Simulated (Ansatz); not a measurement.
Seven cases of bond dissociation energy with Al to Br (electronic energies, kcal/mol); geometries: B3LYP-D3(BJ)/def2-TZVP. The cases were drawn at random from those of this class that have a high level and all functionals, leaving out states under which another spin lies or may lie. Left out are anions, K, Ca, elements past Kr, ionisation of Li, Na and Mg, pi-pi* triplets of linear molecules and other triplets made from a closed-shell parent. Runs that doubt their state, and full CI more than 15 mEh from coupled cluster, are set aside; a case stays where another high level and all functionals remain. AFQMC serves as high level only in triple zeta or larger, with a steady walk, a bar under 0.8 kcal/mol and agreement with other high levels or trials where they ran; where none ran, an unstable determinant or (outside 3d species) a high T1 diagnostic also bars it, so strongly correlated cases are thinned. No case was kept or dropped by the size of a functional's miss. High levels with a bar over 0.5 kcal/mol are left out too, and the seventh case lies inside the range of the six. Affinities count positive where energy is released, gaps as the second state minus the first. B3LYP is by Ansatz (a program for electronic structure) in def2-TZVPD. High levels (Ansatz): P = CCSD(T)/CBS(cc-pV(T+d)Z,cc-pV(Q+d)Z) + [CCSDT(Q) - CCSD(T)]/cc-pV(D+d)Z + core + X2C; Q = CCSD(T)/CBS(cc-pVTZ,cc-pVQZ) + [CCSDT(Q) - CCSD(T)]/cc-pVTZ; R = CCSD(T)/CBS(def2-TZVPP,def2-QZVPP) + [CCSDT(Q) - CCSD(T)]/def2-SVP. UHF or UKS for unpaired electrons; spin-orbit terms are left out. Correlated methods leave the cores frozen (noble-gas shells, and filled d and f shells in the p block). Rows without X2C or -DK are non-relativistic. CBS(X,Y): correlation extrapolated as X^-3, Hartree-Fock from the larger set. A bracket is a step between two methods taken in the basis named. The functionals are non-relativistic, so their misses hold any scalar relativity. '+ core + X2C': CCSD(T) terms for core correlation (cc-pwCVTZ, 1s frozen past Ne) and scalar relativity (cc-pVTZ-DK). For partners of very few electrons the exact lower level stands in for a higher one.

```
case                                                                                                  B3LYP  level  high level
----------------------------------------------------------------------------------------------------  -----  -----  ----------
GeAsH5 (SMILES [AsH2][GeH3]) → GeH3 (SMILES [GeH3], doublet) + AsH2 (SMILES [AsH2], doublet)           59.3      Q        63.4
H5BSiO (SMILES BO[SiH3]) → H2BO (SMILES B[O], doublet) + SiH3 (SMILES [SiH3], doublet)                100.8      P       111.5
H5SiPO (hydroxysilylphosphane, SMILES P[SiH2]O) → H4SiPO (SMILES O[SiH2][PH], doublet) + H (doublet)   85.3      P        87.6
H5BSiO (SMILES BO[SiH3]) → H4BSiO (SMILES O(B)[SiH2], doublet) + H (doublet)                           96.2      P        98.9
H4BPO (SMILES OBP) → H3BPO (SMILES O[B]P, doublet) + H (doublet)                                      104.6      P       107.0
BN2H4Cl (SMILES NB(N)Cl) → BN2H4 (SMILES [B](N)N, doublet) + Cl (doublet)                             119.4      P       127.2
BH2SeCl (SMILES [SeH]BCl) → BHSeCl (SMILES Cl[B][SeH], doublet) + H (doublet)                         106.5      R    withheld
```

Question: Fit a straight line from B3LYP to the high level over the first six rows by least squares, predict the seventh, and compare with the calculation.

Answer: Means: B3LYP 94.27, high level 99.27. Sxx = 2087.95, Sxy = 2219.93, slope 1.0632, intercept -0.96 kcal/mol; residual standard deviation 3.6 kcal/mol. Seventh row: 1.0632·(106.5) -0.96 = 112.3 kcal/mol. The calculation gave 108.1 kcal/mol: the line differs from it by +4.2, B3LYP itself by -1.6.
